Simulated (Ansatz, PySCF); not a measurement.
Molecule: isobutane, C4H10 (charge 0, singlet). 
Geometry from a B3LYP-D3(BJ)/def2-TZVP (Ansatz, a first-principles code) optimisation:
SMILES: C(C)(C)C
```xyz
14

C     -0.0001     0.0018     0.3735
H     -0.0004     0.0072     1.4696
C      0.0053     1.4545    -0.1028
H      0.0058     1.5017    -1.1956
H     -0.8762     1.9925     0.2527
H      0.8904     1.9861     0.2532
C      1.2575    -0.7325    -0.0917
H      1.3032    -0.7643    -1.1842
H      2.1624    -0.2356     0.2644
H      1.2737    -1.7623     0.2716
C     -1.2627    -0.7234    -0.0925
H     -1.3079    -0.7549    -1.1849
H     -1.2865    -1.7530     0.2709
H     -2.1642    -0.2200     0.2631
```

PBE beside other levels, property by property. Valence correlation only, unless marked. UHF or UKS for open shells. Spin-orbit coupling is left out. No relativistic terms. Basis-set limits of correlation are two-point, X^-3; Hartree-Fock from the larger set. The bracket is a focal-point correction in the basis named. Rows marked 298 K are enthalpies with B3LYP-D3(BJ) harmonic zero-point and thermal terms from PySCF. Enthalpies of formation rest on the atoms' values in the G2/97 table (older ones for B and Si), with no core term in the frozen-core levels. The coupled-cluster column (Ansatz) is a level with limits of its own: (a) RI-MP2/CBS(cc-pVTZ,cc-pVQZ)+[CCSD(T)-MP2]/cc-pVDZ; (b) RI-MP2/CBS(cc-pVTZ,cc-pVQZ)+[CCSD(T)-MP2]/cc-pVTZ.

| property | PBE/def2-TZVPD (Ansatz) | CAM-B3LYP/def2-TZVPD (Ansatz) | B2PLYP/def2-TZVPD (Ansatz) | CCSD(T)/cc-pVDZ (Ansatz) | coupled cluster | measured |
|---|---|---|---|---|---|---|
| enthalpy of formation at 298 K by atomisation (kcal/mol) | -41.3 | -31.2 | -13.9 | 50.0 | -31.3 (b) | -32.4 |
| C-C bond dissociation enthalpy, 298 K, to C[CH]C + [CH3] (CH3) (kcal/mol) | 83.1 | 81.7 | 83.0 | 86.1 | 88.8 (b) | - |
| C-H bond dissociation enthalpy, 298 K, to C[C](C)C + H atom (kcal/mol) | 89.5 | 93.0 | 93.0 | 93.1 | 98.0 (a) | - |

Measured values: Active Thermochemical Tables 1.112 (ions: stationary electron), as tabulated in the package chemicals; they hold spin-orbit effects, which all levels lack, and core correlation, which the frozen-core levels lack.

As the rows show:
- enthalpy of formation at 298 K by atomisation: PBE lies 8.9 kcal/mol below the measured value.
- C-C bond dissociation enthalpy, 298 K, to C[CH]C + [CH3] (CH3): PBE lies 5.7 kcal/mol below coupled cluster.
- C-H bond dissociation enthalpy, 298 K, to C[C](C)C + H atom: PBE lies 8.5 kcal/mol below coupled cluster.
